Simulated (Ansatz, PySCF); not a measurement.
Species: C3H3 (charge -1, singlet). It need not be the lowest isomer of its formula. Whether it binds its extra electron was not tested at this geometry. 
Structure (B3LYP-D3(BJ)/def2-TZVP (Ansatz, a program for electronic structure) minimum search):
```
C
C 1 1.2918
H 2 1.0857 1 143.25
H 1 1.0857 2 143.25 3 0.00
C 1 1.5845 4 146.70 2 -142.93
H 5 1.1216 1 105.80 4 -106.01
```
Charge -1, spin multiplicity 1.

Total electronic energies in hartree. Valence correlation only, unless marked. No spin-orbit coupling. No relativistic terms. CBS(X,Y): correlation extrapolated as X^-3; Hartree-Fock from the larger set. [CCSD(T)-MP2]/basis is that difference in the basis named.

The Hartree-Fock reference is unstable (checked in the largest basis), which strains HF and MP2. 

```
level                                                                 program  energy (Eh)
-------------------------------------------------------------  --------------  -----------
HF/aug-cc-pVDZ                                                         Ansatz   -115.14077
RI-HF/aug-cc-pVTZ                                                      Ansatz   -115.16676
M06-L/def2-TZVPD                                                        PySCF   -115.96106
r2SCAN/def2-TZVPD                                                      Ansatz   -115.90043
PW6B95-D4/def2-TZVPD                                            PySCF + dftd4   -116.13237
MN15-D3(BJ)/def2-TZVPD                                          PySCF + dftd3   -115.82783
HSE06-D3(BJ)/def2-TZVPD                                        Ansatz + dftd3   -115.82329
HSE06-D4/def2-TZVPD                                            Ansatz + dftd4   -115.82434
B2GP-PLYP/def2-TZVPD                                                   Ansatz   -115.83860
PBE-QIDH/def2-TZVPD                                                    Ansatz   -115.80229
MP2/STO-3G                                                             Ansatz   -113.70582
RI-MP2/cc-pVTZ                                                         Ansatz   -115.65701
SCS-MP2/aug-cc-pVTZ                                                    Ansatz   -115.67553
SCS-MP2/cc-pwCVTZ                                                      Ansatz   -115.66064
RI-MP2/CBS(aug-cc-pVTZ,aug-cc-pVQZ)+[CCSD(T)-MP2]/aug-cc-pVTZ          Ansatz    -115.7753
```

Totals of different functionals don't rank their quality; only differences between species are comparable.
